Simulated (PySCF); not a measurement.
Species: Br2.
SMILES: `BrBr`

Computed with BHandHLYP/6-31G* geometry optimisation, gas phase in PySCF 2.14.0.

Take the most abundant isotopes and a rigid rotor. 

Q: What are the moment of inertia and the rotational constant?

A: I = 207.878 u·Å², B = 505379 MHz·u·Å²/I = 2431 MHz (0.0811 cm⁻¹, or 0.117 K as hB/k). For two atoms I = μr² with μ = 39.4592 u and r = 2.2952 Å.

Q: List the first levels of a rigid rotor in a Σ state.

A: E(J) = BJ(J+1): J = 1: 0.162, J = 2: 0.487, J = 3: 0.973, J = 4: 1.622, J = 5: 2.433, J = 6: 3.406 cm⁻¹.

Q: Has it a pure rotational spectrum?

A: Not by electric dipole: D∞h allows no dipole (computed 0.00 D). Rotational Raman lines (ΔJ = 2) lie at B(4J + 6), spaced by 4B = 0.324 cm⁻¹, with nuclear-spin weights that differ between even and odd J.

Stationary, but not proved a minimum. These are rigid-rotor constants of the computed structure; measured ground-state constants (B0) also hold zero-point vibration.

***

Species: Ge2+, Ge2 (charge +1 and quartet state).
InChI=1S/Ge2/c1-2/q+1

Level of theory: PySCF 2.14.0, PBE0-D3(BJ)/def2-SVP geometry optimisation, gas phase.

Masses are those of the commonest isotopes; rigid-rotor values at the optimised geometry. 

What are the moment of inertia and the rotational constant?

I = 214.500 u·Å², B = 505379 MHz·u·Å²/I = 2356 MHz (0.0786 cm⁻¹, or 0.113 K as hB/k). For two atoms I = μr² with μ = 36.9606 u and r = 2.4090 Å.

If the electronic state has orbital angular momentum about the axis (Π, Δ; not determined here), the simple ladder of levels BJ(J+1) doesn't apply.

PBE0-D3(BJ)/def2-SVP frequencies: not computed here. ⟨S²⟩ = 3.752 (exact for a quartet: 3.75). Zero-point vibration and centrifugal distortion are left out.

***

Compound: C₂H₆.
SMILES: `CC`

The calculation used PBE0-D3(BJ)/def2-SVP geometry optimisation, gas phase (PySCF).

Take the most abundant isotopes and a rigid rotor. 

Problem. Give the principal moments of inertia and the rotational constants in MHz.

Solution. Ia = 6.34, Ib = 25.22, Ic = 25.22 u·Å²; 505379 MHz·u·Å²/I gives A = 79691, B = 20040, C = 20039 MHz.

Problem. Classify the top.

Solution. A prolate symmetric top, as the point group D3d requires two equal moments: κ = (2 × 20040 − 79691 − 20039)/(79691 − 20039) = -1.00.

The point group D3d allows no dipole (computed: 0.00 D), so a rigid rotor has no electric-dipole lines.

Stationary, but not proved a minimum. No vibrational averaging or centrifugal distortion is included, and the geometry carries the error of its method.

Time: 2.0 s wall. Hardware: an Arm Neoverse V2 with one thread, on a shared host. That covers the optimisation of the geometry.
